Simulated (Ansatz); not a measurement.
# wB97M-V/aug-cc-pVDZ run of CH2ClF (chlorofluoromethane)

What is the vertical ionisation energy of CH2ClF (chlorofluoromethane) at wB97M-V/aug-cc-pVDZ? 

The results are computed with Ansatz 0.2.0.

68 further runs of the same task are left out: 68 set aside as unsound or not needed.

**1. Starting point**

CH2ClF: 5 atoms, total charge 0, spin state singlet. As SMILES, `FCCl`. The coordinates come from a PBE0-D4/def2-TZVP relaxation.

Bond lengths: F1–C2 1.355 Å, C2–Cl3 1.766 Å, C2–H4 1.089 Å, C2–H5 1.089 Å. Angles: F1–C2–Cl3 110.5°, F1–C2–H4 109.3°, F1–C2–H5 109.3°, Cl3–C2–H4 107.8°, Cl3–C2–H5 107.8°, H4–C2–H5 112.3°.

**2. The energy at wB97M-V/aug-cc-pVDZ**

in.yaml reads:

```yaml
crystal:
  periodic: [false, false, false]
  atoms:
    - {symbol: F, position_ang: [-0.970450, 0.560520, 0.766500]}
    - {symbol: C, position_ang: [0.083560, 0.089320, 0.058070]}
    - {symbol: Cl, position_ang: [-0.422970, -1.232890, -0.998060]}
    - {symbol: H, position_ang: [0.832130, -0.302600, 0.745580]}
    - {symbol: H, position_ang: [0.477720, 0.885670, -0.572080]}
basis:
  gaussian:
    orbitals: aug-cc-pVDZ
hamiltonian:
  xc: {name: wB97M-V}
accuracy: high
output: {orbitals: {seedname: orbitals}}
```

Run with:

```sh
ansatz run in.yaml --threads 1 --pin off --max-ram 3480MiB --events-out events.jsonl --progress --plain --runs-dir runs
```

What it wrote:

```text
Warning: RAYON_NUM_THREADS=1 ignored (pool sized by the plan → 1); use --threads N
Functional definition: wB97M-V
  name "wB97M-V"
  parameter omega = 0.3/bohr
  parameter cx = 0.15
  parameter cx01 = 1.007
  parameter cx10 = 0.259
  parameter css00 = 0.443
  parameter css04 = -1.437
  parameter css10 = -4.535
  parameter css20 = -3.390
  parameter css43 = 4.278
  parameter cos00 = 1.000
  parameter cos10 = 1.358
  parameter cos20 = 2.924
  parameter cos21 = -8.812
  parameter cos60 = -1.390
  parameter cos61 = 9.142
  parameter b = 6.0
  parameter c = 0.01
  gx(w, u) = 1 - cx + cx01*u + cx10*w
  gss(w, u) = css00 + css04*u^4 + css10*w + css20*w^2 + css43*w^4*u^3
  gos(w, u) = cos00 + cos10*w + (cos20 + cos21*u)*w^2 + (cos60 + cos61*u)*w^6
  exchange = spin_sum(e_x_unif_sr(omega)*gx(b97_w, b97_u_x)) + cx*exact_x_sr(omega) + exact_x_lr(omega)
  correlation = spin_sum(e_c_pw_mod_same_spin*gss(b97_w, b97_u_same))
      + integral(e_c_pw_mod_opposite_spin*gos(b97_w_opposite, b97_u_opposite)) + vv10(b, c)
1830 factors; integrals over basis functions are off by at most 4.1e-9 eV
388 factors; integrals over basis functions are off by at most 1.5e-9 eV
mean field evaluation 1: about -16306.8736 eV, gradient 2.1e1 eV
mean field evaluation 2: about -16307.1045 eV, gradient 2.0e1 eV
mean field evaluation 4: about -16307.6635 eV, gradient 5.8e-1 eV
mean field evaluation 8: about -16307.7261 eV, gradient 4.7e-2 eV
mean field evaluation 16: about -16307.7261 eV, gradient 2.4e-5 eV
mean field -16307.72609916 eV, -599.2978803703 hartree, gradient 3.8e-8 eV, S^2 0.000000; 0 other end points of the search recorded, 0 dependent functions left out
reference -16307.72610648 eV, -599.2978806392 hartree; 17, 17 occupied and 74, 74 virtual orbitals, 1830 factors
Total energy: -16307.72610648 eV, -599.2978806392 hartree
```

Run time: 38 s. Hardware: 1 thread of Arm Neoverse V2, shared host; peak memory 0.47 GiB.

**3. The doublet cation at the same level**

Changes to in.yaml since step 2:

```diff
@@ -11,5 +11,10 @@
     orbitals: aug-cc-pVDZ
+magnetization:
+  spin_polarized: true
+  initial_magnetization: 1
+output:
+  orbitals: {seedname: orbitals}
+accuracy: high
+total_charge: 1
 hamiltonian:
   xc: {name: wB97M-V}
-accuracy: high
-output: {orbitals: {seedname: orbitals}}
```

Run with:

```sh
ansatz run in.yaml --threads 1 --pin off --max-ram 3480MiB --events-out events.jsonl --progress --plain --runs-dir runs
```

What it wrote, shortened:

```text
Warning: RAYON_NUM_THREADS=1 ignored (pool sized by the plan → 1); use --threads N
Functional definition: wB97M-V
  name "wB97M-V"
[...]
  gx(w, u) = 1 - cx + cx01*u + cx10*w
  gss(w, u) = css00 + css04*u^4 + css10*w + css20*w^2 + css43*w^4*u^3
  gos(w, u) = cos00 + cos10*w + (cos20 + cos21*u)*w^2 + (cos60 + cos61*u)*w^6
[...]
      + integral(e_c_pw_mod_opposite_spin*gos(b97_w_opposite, b97_u_opposite)) + vv10(b, c)
1830 factors; integrals over basis functions are off by at most 4.1e-9 eV
388 factors; integrals over basis functions are off by at most 1.5e-9 eV
[...]
mean field -16295.98084574 eV, -598.8662502684 hartree, gradient 4.0e-8 eV, S^2 0.752400; 1 other end points of the search recorded, 0 dependent functions left out
reference -16295.98085438 eV, -598.8662505860 hartree; 17, 16 occupied and 74, 75 virtual orbitals, 1830 factors
Total energy: -16295.98085438 eV, -598.8662505860 hartree
```

It took 89 s on 1 thread of Arm Neoverse V2, shared host; peak memory 0.81 GiB.

**4. Results**

At wB97M-V/aug-cc-pVDZ:

| quantity | value |
| --- | --- |
| singlet CH2ClF: total energy | -599.29788 Eh |
| singlet CH2ClF: HOMO energy | -11.24 eV |
| singlet CH2ClF: LUMO energy | 0.40 eV |
| singlet CH2ClF: HOMO–LUMO gap | 11.64 eV |
| doublet cation: total energy | -598.86625 Eh |
| doublet cation: HOMO energy (highest over α and β) | -19.85 eV |
| doublet cation: LUMO energy (lowest over α and β) | -12.24 eV |
| doublet cation: ⟨S²⟩ | 0.752 |
| vertical ionisation energy (to the doublet cation) | 11.745 eV |

**Reading.** Removing an electron at fixed nuclei costs 11.75 eV (1133 kJ/mol). The negative HOMO energy of the first species, 11.24 eV, lies 0.51 eV below that difference.
